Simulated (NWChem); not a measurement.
# SiH2, singlet; SMILES [SiH2]

Results from NWChem. Low-valent species are run as closed-shell singlets; no triplet was tried in these runs. All runs use the structure optimised with B3LYP/6-31G* (spherical d). Ions are spin-unrestricted doublets at the neutral geometry. Hybrids' shares of exact exchange are those that their runs print; pure functionals count as 0. The functionals differ in more than this share.

```
row                                      share of exact exchange  ΔSCF ionisation energy minus −ε(HOMO) (eV)
---------------------------------------  -----------------------  ------------------------------------------
PBE/aug-cc-pVDZ                                             0.00                                        3.50
LDA (Slater exchange, VWN5)/aug-cc-pVDZ                     0.00                                        3.60
B3LYP/aug-cc-pVDZ                                           0.20                                        2.76
PBE0/aug-cc-pVDZ                                            0.25                                        2.48
BHandHLYP/aug-cc-pVDZ                                       0.50                                    withheld
```

**Question.** Fit a straight line of the last column on the one before it, predict the withheld value, and compare with the run.

**Answer.** 
1. Means of the 4 shown rows: x = 0.113, y = 3.085. Slope Σ(x − x̄)(y − ȳ)/Σ(x − x̄)² = -0.2163/0.05188 = -4.169; intercept 3.554.
2. The shown rows scatter about the line by 0.044 (root mean square); the largest residual is -0.05, at PBE/aug-cc-pVDZ.
3. At x = 0.50 (BHandHLYP/aug-cc-pVDZ; beyond the shown range) the line gives 1.47.
4. The run gives 1.52, +0.05 from the line, 1.1 times the scatter. The line crosses zero at a share of 0.85, outside the shown range.
